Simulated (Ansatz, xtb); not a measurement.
## A geometry optimisation of BH5NSi+ with r2SCAN-D4/def2-SVP

The starting geometry of this gas-phase singlet was built from a drawn formula by distance geometry and a force field; its bonds are those of `B[NH2+][SiH]`.

```xyz
8

B     0.0253   -0.9250   -1.6432
N     0.7745   -0.7279   -0.3513
Si    1.2044    0.9829   -0.1101
H    -1.0230   -0.3969   -1.8041
H     0.4833   -1.5606   -2.4905
H     1.6587   -1.3672   -0.3652
H     0.1803   -1.0532    0.4243
H     1.8846    1.1342    1.1850
```

Question: Predict what it relaxes into with r2SCAN-D4/def2-SVP.

Answer: A new bond forms, giving a structure given below by its coordinates. Distances that change by over a tenth: N2–Si3 (1.78 → 2.02 Å). Contacts that close: B1–Si3 (2.72 → 2.22 Å).

The energy falls by 0.87 eV over 16 steps:

```tsv
step	E − E(last) (eV)
1	0.873
3	0.107
4	0.075
6	0.020
8	0.019
9	0.019
11	0.018
13	0.001
14	0.000
16	0.000
```

Final geometry (Å):

```xyz
8

B     0.1158   -0.7715   -1.5542
N     0.7088   -0.9970   -0.2000
Si    1.1343    0.9396   -0.5702
H    -1.0294   -0.4081   -1.6002
H     0.8132   -0.9978   -2.5067
H     1.5407   -1.5919   -0.1047
H     0.0894   -1.1360    0.6074
H     1.8152    1.0490    0.7737
```

From the same start GFN2-xTB reaches the same bonding as this run.

The end wasn't checked by frequencies. Run with Ansatz 0.2.0, 17 s on 1 thread of Intel(R) Xeon(R) 6975P-C (Granite Rapids), with other jobs on the host.
